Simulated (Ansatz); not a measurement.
A run for Ansatz (a quantum-chemistry and plane-wave program): R-CCSD(T)/aug-cc-pV(D+d)Z on HCl (SMILES Cl). Files ending in .json are basis or fitting sets from the Basis Set Exchange.

Ansatz 0.2 input:
```yaml
crystal:
  periodic: [false, false, false]
  atoms:
    - {symbol: Cl, position_ang: [-1.91163600, -0.00001100, 0.00349800]}
    - {symbol: H, position_ang: [-0.62731700, -0.00005800, -0.10405100]}
basis:
  gaussian:
    orbitals: aug-cc-pV_D+d_Z.json
magnetization: {spin_polarized: false}
correlation: {method: ccsd_t, electrons: outside_noble_gas}
scf: {lower_state_search: off}
```

Question: Predict the final total energy.

Answer: -460.2797 hartree (reference determinant -460.0946, T1 diagnostic 0.007).
